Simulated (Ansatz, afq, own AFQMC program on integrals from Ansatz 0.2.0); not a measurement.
GeH2O, singlet in cc-pVTZ, levels against CCSDT(Q)

```xyz
4

Ge    0.0000   -0.0122    0.3356
O     0.0000    0.0137   -1.4548
H     0.0000    1.5385    0.7260
H     0.0000   -0.8756   -1.8200
```

Connectivity, by distances: GeH–OH.

Basis cc-pVTZ. Only valence electrons are correlated. Integrals, coupled cluster, full CI and functionals: Ansatz 0.2.0; the random walks run on the same integrals in our own AFQMC program. ph-AFQMC/CISD is guided by a CISD state made of CCSD amplitudes; releasing the constraint for a short imaginary time cuts its bias at the price of noise, slowly where states lie close. Free projection: walkers drawn from exp(T), propagated without any constraint. Its projection time is finite, and what remains of the start isn't in its error. Uncertainties: one standard error, sampling alone. No spin–orbit coupling.

Determinant: UHF, the one that the program's search chose, which needn't be the lowest solution. The geometry is a point of a scan.

No full CI on the walks' own integrals is used here; CCSDT(Q) serves as the reference and is uncertain by about the last step of the cluster series.

Cautions: no relativity below Rb; no spin-orbit coupling; inner d shell frozen; the determinant is a saddle point among determinants of its kind.

```
T1 diagnostic                               : 0.0178
weight of the determinant in the CISD state : 0.872
⟨S²⟩ of the determinant                     : 0.000
size of the correlated space                : 12 electrons in 86 orbitals
```

Reference: CCSDT(Q), correlation energy -10.276 eV. The released energy is read at 2.40 1/Eh (meV from the phaseless value at times in 1/Eh: -14 ± 8 at 0.24, -10 ± 6 at 0.51, 4 ± 6 at 0.99, -10 ± 8 at 1.62, -21 ± 8 at 2.40).

```csv
level,E − E(reference) (kJ/mol),share of correlation (%)
HF,991.5,0.00
MP2,82.1,91.72
CCSD,38.8,96.08
CCSD(T),3.4,99.65
CCSDT,2.2,99.78
ph-AFQMC/HF,-8.3 ± 2.7,100.84
ph-AFQMC/CISD,0.6 ± 0.5,99.94
released AFQMC,-1.4 ± 0.7,100.15
free AFQMC,0.6 ± 1.0,99.94
```

Free projections are given only where their last times agree within the noise and don't stop above the reference; a slow remainder of the start can still hide under it. A walk keeps the symmetry of its determinant, which the program's search chose and which needn't be the lowest solution, so a lower state of the same spin and another symmetry isn't excluded. Released energies are given only where the last usable release times agree within the noise; a slower fall can still hide under it.
